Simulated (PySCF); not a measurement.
Species: C2H3F2 (doublet state).
Geometry (GFN2-xTB, Å), atoms numbered from 1 in this order:
```
atom  x, y, z in Å
C1    -0.6470   -0.1532   -0.0433
C2     0.7884    0.1387   -0.2380
F3     1.6843   -0.7001    0.3041
F4     1.2077    1.4014   -0.0651
H5    -0.9435   -0.0423    1.0076
H6    -0.8493   -1.1760   -0.3510
H7    -1.2372    0.5364   -0.6414
```

Identity: `C[C](F)F` [radical].

Level of theory: UKS B3LYP, pcH-1 on C F H, non-relativistic, mean-field spin-orbit, GIAO (PySCF 2.14.0). Geometry: GFN2-xTB; no solvent, vibrations or thermal averaging. The geometry wasn't refined by DFT: couplings that depend on bond lengths, twists or pyramidal angles can differ widely from those at the functional's own minimum.

**Question.** The isotropic 13C couplings are +370.0, +28.9 MHz. Assign them to C1; C2.

**Answer.** 
| site | a_iso (MHz) | ρ(0) (bohr⁻³) | position | distance from C2 (Å) | spin population | largest \|T\| (MHz) |
| --- | --- | --- | --- | --- | --- | --- |
| C1 | +28.9 | +0.0257 | 1 bond from C2 | 1.48 | -0.05 | 8.6 |
| C2 | +370.0 | +0.3292 | largest spin population | 0.00 | +0.85 | 163.1 |

ρ(0) is the spin density at the nucleus and T the dipolar tensor; entries for several nuclei are means. The largest Mulliken spin populations are on C2 (+0.85) and H5 (+0.08). No atom but C2 exceeds +0.15. The angles at C2 add up to 345.5°, so it is pyramidal.

Class means assume fast exchange of nuclei equivalent by connectivity; if that motion is slow, each nucleus keeps its own coupling. The three 1H nuclei of mean +49.9 MHz run from 15.5 to 117.9 MHz in the frozen geometry.

Hardware: Arm Neoverse V1, one thread, shared host with 32 logical CPUs at a one-minute load of 24. Cost: 27 s of wall time (with the writing of density and orbital grids), 0.39 GiB resident at most.
